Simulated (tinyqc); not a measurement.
Inside a calculation (part 2 of 3). Method: UHF in the sto-6g basis, for HF, spin multiplicity 1. This run ends on a higher stationary point, not on the lowest solution. Computed by tinyqc, a small Python program that keeps every step (integrals from PySCF). Command: `OMP_NUM_THREADS=1 python tinyqc.py 24929 24930 out.jsonl` (the two numbers bound the seeds that draw the settings). One thread of a shared host (Intel(R) Xeon(R) Processor @ 2.60GHz), about 0.2 s of CPU time with the checks.

Geometry (angstrom):

| atom | x | y | z |
|---|---|---|---|
| F | 0.000000 | 0.000000 | 0.000000 |
| H | 0.000000 | 0.000000 | 1.571000 |

## Iteration 3: building the Fock matrix

D(alpha) after iteration 2, lower triangle:
```
            1F 1s      1F 2s    1F 2px    1F 2py    1F 2pz     2H 1s
1F 1s    1.056329
1F 2s   -0.242328   1.043901
1F 2px   0.000000   0.000000  1.000000
1F 2py   0.000000   0.000000  0.000000  1.000000
1F 2pz   0.023740  -0.117935  0.000000  0.000000  0.497058
2H 1s   -0.005024  -0.003184  0.000000  0.000000  0.438983  0.397736
```

D(beta) after iteration 2, lower triangle:
```
            1F 1s      1F 2s    1F 2px    1F 2py    1F 2pz     2H 1s
1F 1s    1.057346
1F 2s   -0.247228   1.067181
1F 2px   0.000000   0.000000  1.000000
1F 2py   0.000000   0.000000  0.000000  1.000000
1F 2pz   0.011729  -0.068389  0.000000  0.000000  0.439102
2H 1s    0.009846  -0.067288  0.000000  0.000000  0.444759  0.450494
```

core Hamiltonian H = T + V (hartree), lower triangle:
```
             1F 1s       1F 2s     1F 2px     1F 2py     1F 2pz      2H 1s
1F 1s   -40.761563
1F 2s    -9.087368  -10.729960
1F 2px    0.000000    0.000000  -8.551627
1F 2py    0.000000    0.000000   0.000000  -8.551627
1F 2pz   -0.005426   -0.064189   0.000000   0.000000  -8.578015
2H 1s    -0.437536   -1.150367   0.000000   0.000000  -0.877600  -3.493605
```

Two-electron integrals (ij|kl) in chemists' order, unique and non-zero (hartree):
```
(11|11) 5.406240   (21|11) 0.768129   (21|21) 0.138909   (22|11) 1.266271
(22|21) 0.283987   (22|22) 0.926367   (31|31) 0.029452   (32|31) 0.044681
(32|32) 0.204753   (33|11) 1.266273   (33|21) 0.283987   (33|22) 0.926366
(33|33) 0.998085   (41|41) 0.029452   (42|41) 0.044681   (42|42) 0.204753
(43|43) 0.053789   (44|11) 1.266273   (44|21) 0.283987   (44|22) 0.926366
(44|33) 0.890506   (44|44) 0.998085   (51|51) 0.029452   (52|51) 0.044681
(52|52) 0.204753   (53|53) 0.053789   (54|54) 0.053789   (55|11) 1.266273
(55|21) 0.283987   (55|22) 0.926366   (55|33) 0.890506   (55|44) 0.890506
(55|55) 0.998085   (61|11) 0.038994   (61|21) 0.006769   (61|22) 0.013572
(61|33) 0.013550   (61|44) 0.013550   (61|51) 0.000294   (61|52) 0.000580
(61|55) 0.013614   (61|61) 0.000335   (62|11) 0.116913   (62|21) 0.026701
(62|22) 0.099528   (62|33) 0.098106   (62|44) 0.098106   (62|51) 0.001932
(62|52) 0.015553   (62|55) 0.102372   (62|61) 0.001306   (62|62) 0.014391
(63|31) 0.002713   (63|32) 0.016363   (63|53) 0.003143   (63|63) 0.001928
(64|41) 0.002713   (64|42) 0.016363   (64|54) 0.003143   (64|64) 0.001928
(65|11) 0.088373   (65|21) 0.020436   (65|22) 0.081239   (65|33) 0.078137
(65|44) 0.078137   (65|51) 0.003907   (65|52) 0.027524   (65|55) 0.087442
(65|61) 0.001034   (65|62) 0.014398   (65|65) 0.016116   (66|11) 0.335808
(66|21) 0.078044   (66|22) 0.334309   (66|33) 0.326636   (66|44) 0.326636
(66|51) 0.005289   (66|52) 0.061109   (66|55) 0.349652   (66|61) 0.003817
(66|62) 0.069013   (66|65) 0.079335   (66|66) 0.774999
```

nuclear repulsion = 3.03156900 hartree

J_ij = sum D_kl (ij|kl) with D = D(alpha) + D(beta), K_ij = sum D_kl (ik|jl) for each spin; F = H + J - K(s); E = tr D H + tr D J / 2 - 0.5 sum_s tr D(s) K(s) + E_nn.

Coulomb J (hartree), lower triangle:
```
            1F 1s     1F 2s    1F 2px    1F 2py    1F 2pz     2H 1s
1F 1s   20.023614
1F 2s    3.587514  9.340020
1F 2px   0.000000  0.000000  9.366379
1F 2py   0.000000  0.000000  0.000000  9.366379
1F 2pz  -0.003439  0.025165  0.000000  0.000000  9.287300
2H 1s    0.176078  0.995657  0.000000  0.000000  0.816473  3.738517
```

exchange K(alpha) (hartree), lower triangle:
```
            1F 1s      1F 2s    1F 2px    1F 2py    1F 2pz     2H 1s
1F 1s    5.557000
1F 2s    0.879781   1.505890
1F 2px   0.000000   0.000000  1.305203
1F 2py   0.000000   0.000000  0.000000  1.305203
1F 2pz  -0.000410  -0.063267  0.000000  0.000000  0.909849
2H 1s    0.048280   0.195866  0.000000  0.000000  0.242631  0.400684
```

exchange K(beta) (hartree), lower triangle:
```
           1F 1s      1F 2s    1F 2px    1F 2py    1F 2pz     2H 1s
1F 1s   5.556805
1F 2s   0.877039   1.501920
1F 2px  0.000000   0.000000  1.304565
1F 2py  0.000000   0.000000  0.000000  1.304565
1F 2pz  0.000438  -0.015534  0.000000  0.000000  0.854810
2H 1s   0.048302   0.183845  0.000000  0.000000  0.245691  0.434544
```

F(alpha) (hartree), lower triangle:
```
             1F 1s      1F 2s     1F 2px     1F 2py     1F 2pz      2H 1s
1F 1s   -26.294949
1F 2s    -6.379635  -2.895830
1F 2px    0.000000   0.000000  -0.490451
1F 2py    0.000000   0.000000   0.000000  -0.490451
1F 2pz   -0.008454   0.024244   0.000000   0.000000  -0.200564
2H 1s    -0.309739  -0.350575   0.000000   0.000000  -0.303759  -0.155773
```

F(beta) (hartree), lower triangle:
```
             1F 1s      1F 2s     1F 2px     1F 2py     1F 2pz      2H 1s
1F 1s   -26.294754
1F 2s    -6.376892  -2.891859
1F 2px    0.000000   0.000000  -0.489813
1F 2py    0.000000   0.000000   0.000000  -0.489813
1F 2pz   -0.009303  -0.023489   0.000000   0.000000  -0.145525
2H 1s    -0.309760  -0.338554   0.000000   0.000000  -0.306818  -0.189633
```

total energy of this density = -99.31503981 hartree

## Iteration 3: DIIS over 3 matrices

error matrix X^T (FDS - SDF) X (alpha):
```
           1         2         3         4          5          6
1   0.000000  0.021422  0.000000  0.000000  -0.006264  -0.018743
2  -0.021422  0.000000  0.000000  0.000000  -0.011048  -0.023277
3   0.000000  0.000000  0.000000  0.000000   0.000000   0.000000
4   0.000000  0.000000  0.000000  0.000000   0.000000   0.000000
5   0.006264  0.011048  0.000000  0.000000   0.000000  -0.002860
6   0.018743  0.023277  0.000000  0.000000   0.002860   0.000000
```

B (overlaps of the stored error matrices), lower triangle:
```
               1              2              3
1  4.8096308e-01
2  9.4174394e-02  3.3013169e-02
3  2.2230252e-02  9.0953659e-03  4.6911164e-03
```

Minimise |sum c_i e_i|^2 with sum c_i = 1: solve [B -1; -1 0][c; lambda] = [0; -1] with B_ij = tr e_i^T e_j summed over both spins, and take F = sum c_i F_i.

DIIS coefficients: -0.011065  -0.187403  1.198468

extrapolated F(alpha) (hartree), lower triangle:
```
             1F 1s      1F 2s     1F 2px     1F 2py     1F 2pz      2H 1s
1F 1s   -26.320425
1F 2s    -6.384411  -2.913564
1F 2px    0.000000   0.000000  -0.506009
1F 2py    0.000000   0.000000   0.000000  -0.506009
1F 2pz   -0.008562   0.019074   0.000000   0.000000  -0.204848
2H 1s    -0.310084  -0.348601   0.000000   0.000000  -0.306455  -0.151446
```

extrapolated F(beta) (hartree), lower triangle:
```
             1F 1s      1F 2s     1F 2px     1F 2py     1F 2pz      2H 1s
1F 1s   -26.319318
1F 2s    -6.381731  -2.904856
1F 2px    0.000000   0.000000  -0.503975
1F 2py    0.000000   0.000000   0.000000  -0.503975
1F 2pz   -0.009280  -0.014718   0.000000   0.000000  -0.146446
2H 1s    -0.309920  -0.342372   0.000000   0.000000  -0.307872  -0.192365
```

## Iteration 3: diagonalisation and new density

X:
```
                1          2         3          4          5         6
1F 1s   -0.646957   0.482130  0.000000   0.000000  -0.414347  0.484823
1F 2s    0.804061  -0.211105  0.000000   0.000000  -0.211068  0.587739
1F 2px   0.000000   0.000000  0.112515   0.993650   0.000000  0.000000
1F 2py   0.000000   0.000000  0.993650  -0.112515   0.000000  0.000000
1F 2pz   0.247419   0.702117  0.000000   0.000000   0.656049  0.185622
2H 1s   -0.512672  -0.600662  0.000000   0.000000   0.508458  0.399562
```

Diagonalise F' = X^T F X, C = X C', fill 5 alpha and 5 beta electrons from the bottom; D(s) = C_occ C_occ^T. Each column has its largest component positive (the first on a tie).

F' = X^T F X (alpha) (hartree), lower triangle:
```
           1          2          3          4          5           6
1  -6.140488
2   5.530457  -4.765793
3   0.000000   0.000000  -0.506009
4   0.000000   0.000000   0.000000  -0.506009
5  -5.365671   5.017030   0.000000   0.000000  -5.892198
6   6.993958  -6.802205   0.000000   0.000000   7.596609  -11.189568
```

orbital energies (alpha) (hartree): MO1 -26.323443, MO2 -1.446502, MO3 -0.506009, MO4 -0.506009, MO5 -0.412958, MO6 0.194856

coefficients C (alpha):
```
              MO1        MO2        MO3       MO4        MO5        MO6
1F 1s    0.997296  -0.248400   0.000000  0.000000   0.020720   0.031778
1F 2s    0.011416   1.019138   0.000000  0.000000  -0.115352  -0.170255
1F 2px   0.000000   0.000000  -0.423260  0.906008   0.000000   0.000000
1F 2py   0.000000   0.000000   0.906008  0.423260   0.000000   0.000000
1F 2pz   0.000433  -0.012840   0.000000  0.000000   0.730186  -0.696924
2H 1s   -0.000920   0.050696   0.000000  0.000000   0.596824   0.826460
```

F' = X^T F X (beta) (hartree), lower triangle:
```
           1          2          3          4          5           6
1  -6.162245
2   5.508921  -4.739455
3   0.000000   0.000000  -0.503975
4   0.000000   0.000000   0.000000  -0.503975
5  -5.359415   5.066480   0.000000   0.000000  -5.869197
6   6.998894  -6.801019   0.000000   0.000000   7.582145  -11.194016
```

orbital energies (beta) (hartree): MO1 -26.322282, MO2 -1.438270, MO3 -0.503975, MO4 -0.503975, MO5 -0.396493, MO6 0.192133

coefficients C (beta):
```
              MO1        MO2       MO3        MO4        MO5        MO6
1F 1s    0.997321  -0.248242  0.000000   0.000000   0.028508   0.025570
1F 2s    0.011311   1.018855  0.000000   0.000000  -0.150753  -0.141938
1F 2px   0.000000   0.000000  0.944246  -0.329240   0.000000   0.000000
1F 2py   0.000000   0.000000  0.329240   0.944246   0.000000   0.000000
1F 2pz   0.000474   0.014307  0.000000   0.000000   0.667780  -0.756904
2H 1s   -0.000921   0.051050  0.000000   0.000000   0.664373   0.773180
```

D(alpha) after iteration 3, lower triangle:
```
            1F 1s      1F 2s    1F 2px    1F 2py    1F 2pz     2H 1s
1F 1s    1.056730
1F 2s   -0.244158   1.052079
1F 2px   0.000000   0.000000  1.000000
1F 2py   0.000000   0.000000  0.000000  1.000000
1F 2pz   0.018751  -0.097309  0.000000  0.000000  0.533336
2H 1s   -0.001144  -0.017189  0.000000  0.000000  0.435141  0.358770
```

D(beta) after iteration 3, lower triangle:
```
            1F 1s      1F 2s    1F 2px    1F 2py    1F 2pz     2H 1s
1F 1s    1.057086
1F 2s   -0.245939   1.060919
1F 2px   0.000000   0.000000  1.000000
1F 2py   0.000000   0.000000  0.000000  1.000000
1F 2pz   0.015958  -0.086088  0.000000  0.000000  0.446136
2H 1s    0.005348  -0.048154  0.000000  0.000000  0.444385  0.443998
```

Within a degenerate level the vectors are fixed only up to a rotation; this is one choice.

## Iteration 4: building the Fock matrix

As before.

Coulomb J (hartree), lower triangle:
```
            1F 1s     1F 2s    1F 2px    1F 2py    1F 2pz     2H 1s
1F 1s   20.065958
1F 2s    3.596861  9.366911
1F 2px   0.000000  0.000000  9.392076
1F 2py   0.000000  0.000000  0.000000  9.392076
1F 2pz  -0.003476  0.023445  0.000000  0.000000  9.316576
2H 1s    0.176525  0.997245  0.000000  0.000000  0.816965  3.719416
```

exchange K(alpha) (hartree), lower triangle:
```
            1F 1s      1F 2s    1F 2px    1F 2py    1F 2pz     2H 1s
1F 1s    5.558657
1F 2s    0.881316   1.516649
1F 2px   0.000000   0.000000  1.308140
1F 2py   0.000000   0.000000  0.000000  1.308140
1F 2pz  -0.000154  -0.043906  0.000000  0.000000  0.945540
2H 1s    0.048468   0.191944  0.000000  0.000000  0.242989  0.369254
```

exchange K(beta) (hartree), lower triangle:
```
           1F 1s      1F 2s    1F 2px    1F 2py    1F 2pz     2H 1s
1F 1s   5.556627
1F 2s   0.877392   1.501719
1F 2px  0.000000   0.000000  1.304356
1F 2py  0.000000   0.000000  0.000000  1.304356
1F 2pz  0.000091  -0.032555  0.000000  0.000000  0.861504
2H 1s   0.048270   0.187679  0.000000  0.000000  0.244751  0.431583
```

F(alpha) (hartree), lower triangle:
```
             1F 1s      1F 2s     1F 2px     1F 2py     1F 2pz      2H 1s
1F 1s   -26.254262
1F 2s    -6.371822  -2.879698
1F 2px    0.000000   0.000000  -0.467691
1F 2py    0.000000   0.000000   0.000000  -0.467691
1F 2pz   -0.008748   0.003161   0.000000   0.000000  -0.206979
2H 1s    -0.309479  -0.345066   0.000000   0.000000  -0.303624  -0.143444
```

F(beta) (hartree), lower triangle:
```
             1F 1s      1F 2s     1F 2px     1F 2py     1F 2pz      2H 1s
1F 1s   -26.252232
1F 2s    -6.367898  -2.864768
1F 2px    0.000000   0.000000  -0.463906
1F 2py    0.000000   0.000000   0.000000  -0.463906
1F 2pz   -0.008992  -0.008189   0.000000   0.000000  -0.122943
2H 1s    -0.309281  -0.340801   0.000000   0.000000  -0.305386  -0.205772
```

total energy of this density = -99.31783920 hartree

## Iteration 4: DIIS over 4 matrices

error matrix X^T (FDS - SDF) X (alpha):
```
           1         2         3         4          5          6
1   0.000000  0.004718  0.000000  0.000000  -0.002225  -0.005364
2  -0.004718  0.000000  0.000000  0.000000  -0.003526  -0.006867
3   0.000000  0.000000  0.000000  0.000000   0.000000   0.000000
4   0.000000  0.000000  0.000000  0.000000   0.000000   0.000000
5   0.002225  0.003526  0.000000  0.000000   0.000000  -0.000771
6   0.005364  0.006867  0.000000  0.000000   0.000771   0.000000
```

B (overlaps of the stored error matrices), lower triangle:
```
               1              2              3              4
1  4.8096308e-01
2  9.4174394e-02  3.3013169e-02
3  2.2230252e-02  9.0953659e-03  4.6911164e-03
4  1.2348056e-02  4.0405700e-03  1.2363876e-03  1.0935260e-03
```

As before.

DIIS coefficients: -0.006903  -0.122213  0.158423  0.970693

extrapolated F(alpha) (hartree), lower triangle:
```
             1F 1s      1F 2s     1F 2px     1F 2py     1F 2pz      2H 1s
1F 1s   -26.271881
1F 2s    -6.375134  -2.891591
1F 2px    0.000000   0.000000  -0.478390
1F 2py    0.000000   0.000000   0.000000  -0.478390
1F 2pz   -0.008806   0.000387   0.000000   0.000000  -0.209571
2H 1s    -0.309709  -0.343954   0.000000   0.000000  -0.305340  -0.141003
```

extrapolated F(beta) (hartree), lower triangle:
```
             1F 1s      1F 2s     1F 2px     1F 2py     1F 2pz      2H 1s
1F 1s   -26.269319
1F 2s    -6.371282  -2.873935
1F 2px    0.000000   0.000000  -0.473799
1F 2py    0.000000   0.000000   0.000000  -0.473799
1F 2pz   -0.008983  -0.002933   0.000000   0.000000  -0.124200
2H 1s    -0.309397  -0.343189   0.000000   0.000000  -0.306084  -0.207052
```

## Iteration 4: diagonalisation and new density

As before.

F' = X^T F X (alpha) (hartree), lower triangle:
```
           1          2          3          4          5           6
1  -6.124382
2   5.507097  -4.748584
3   0.000000   0.000000  -0.478390
4   0.000000   0.000000   0.000000  -0.478390
5  -5.368328   5.008399   0.000000   0.000000  -5.875700
6   6.981249  -6.803992   0.000000   0.000000   7.577363  -11.165403
```

orbital energies (alpha) (hartree): MO1 -26.274949, MO2 -1.424688, MO3 -0.478390, MO4 -0.478390, MO5 -0.407940, MO6 0.193508

coefficients C (alpha):
```
              MO1        MO2        MO3       MO4        MO5        MO6
1F 1s    0.997272  -0.248469   0.000000  0.000000   0.023544   0.029974
1F 2s    0.011516   1.018983   0.000000  0.000000  -0.126434  -0.163161
1F 2px   0.000000   0.000000   0.943067  0.332604   0.000000   0.000000
1F 2py   0.000000   0.000000  -0.332604  0.943067   0.000000   0.000000
1F 2pz   0.000453   0.002636   0.000000  0.000000   0.739380  -0.687276
2H 1s   -0.000930   0.051318   0.000000  0.000000   0.585205   0.834690
```

F' = X^T F X (beta) (hartree), lower triangle:
```
           1          2          3          4          5           6
1  -6.129536
2   5.498304  -4.728224
3   0.000000   0.000000  -0.473799
4   0.000000   0.000000   0.000000  -0.473799
5  -5.341290   5.069258   0.000000   0.000000  -5.853908
6   7.005153  -6.779716   0.000000   0.000000   7.569034  -11.164497
```

orbital energies (beta) (hartree): MO1 -26.272311, MO2 -1.408307, MO3 -0.473799, MO4 -0.473799, MO5 -0.393522, MO6 0.197975

coefficients C (beta):
```
              MO1        MO2        MO3       MO4        MO5        MO6
1F 1s    0.997307  -0.248123   0.000000  0.000000   0.028730  -0.026995
1F 2s    0.011370   1.017878   0.000000  0.000000  -0.152693   0.146783
1F 2px   0.000000   0.000000  -0.432386  0.901689   0.000000   0.000000
1F 2py   0.000000   0.000000   0.901689  0.432386   0.000000   0.000000
1F 2pz   0.000459   0.005681   0.000000  0.000000   0.644763   0.776716
2H 1s   -0.000924   0.056503   0.000000  0.000000   0.687419  -0.752375
```

D(alpha) after iteration 4, lower triangle:
```
            1F 1s      1F 2s    1F 2px    1F 2py    1F 2pz     2H 1s
1F 1s    1.056842
1F 2s   -0.244678   1.054444
1F 2px   0.000000   0.000000  1.000000
1F 2py   0.000000   0.000000  0.000000  1.000000
1F 2pz   0.017204  -0.090791  0.000000  0.000000  0.546691
2H 1s    0.000100  -0.021708  0.000000  0.000000  0.432824  0.345100
```

D(beta) after iteration 4, lower triangle:
```
            1F 1s      1F 2s    1F 2px    1F 2py    1F 2pz     2H 1s
1F 1s    1.057011
1F 2s   -0.245606   1.059520
1F 2px   0.000000   0.000000  1.000000
1F 2py   0.000000   0.000000  0.000000  1.000000
1F 2pz   0.017572  -0.092663  0.000000  0.000000  0.415752
2H 1s    0.004808  -0.047461  0.000000  0.000000  0.443543  0.475738
```

Within a degenerate level the vectors are fixed only up to a rotation; this is one choice.
